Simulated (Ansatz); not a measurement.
Born–Oppenheimer molecular dynamics of HS$_{2}$Si (4 atoms, charge 0, multiplicity 2). It starts at the highest image of a converged band, a first-order saddle point between two minima.

Level of theory: Ansatz, UKS r2SCANh-D4/6-31G*.

- ensemble: NVE (velocity Verlet)
- time step: 0.5 fs
- steps asked: 200
- starting velocities drawn for: 100 K
- seed: 11090

First frame:

```xyz
4
Properties=species:S:1:pos:R:3
S -1.881 -0.564 1.164
Si -0.211 -0.097 0.280
S 0.694 0.411 -1.487
H 1.398 0.250 0.043
```

Q: What does the run give?

A: The run went to its last step.

```json
{
 "steps done": "200",
 "time covered": "100 fs",
 "mean temperature over the second half": "2620 K",
 "spread of the potential energy over the second half": "36.1 meV per atom",
 "mean potential energy of the second half above the start": "-163.0 meV per atom"
}
```

The conserved energy stayed within 0.24 meV per atom of its start (net change -0.08 meV per atom), so the integration is sound. The system heated up, since it started high on the potential surface and ran downhill. A run of 0.1 ps of so small a system gives no equilibrium averages.

Q: What happens to the structure?

A: The step under study would form S3–H4 and break Si2–H4. These pairs go: S3–H4 1.69 → 3.18 Å, Si2–H4 1.66 → 1.57 Å. In the last frame they stand as before the step (other bonds may differ from the relaxed reactants and products). It ends as one piece, HS2Si. Pairs count as bonded within 1.25 times the sum of covalent radii (0.12 Å more for H–H). This is one draw of velocities; another would differ in detail.

Q: How do temperature and energy run in time?

A: 
```
time (fs)  T (K)  potential energy less start (eV)  conserved less start (meV/atom)
      0.0    100                             0.000                             0.00
      8.0    383                            -0.073                             0.06
     16.0   3101                            -0.776                            -0.19
     24.0   2433                            -0.603                             0.04
     32.0   1409                            -0.338                             0.03
     40.0    680                            -0.150                             0.07
     48.0   3562                            -0.896                            -0.18
     56.0   2247                            -0.555                             0.07
     64.0   1915                            -0.469                             0.04
     72.0   2388                            -0.592                            -0.02
     80.0   2634                            -0.655                            -0.07
     88.0   2261                            -0.559                            -0.02
     96.0   3805                            -0.959                            -0.19
```

Run time: 11 min on 2 threads of Arm Neoverse V1, on a shared host, peak memory 0.2 GiB.
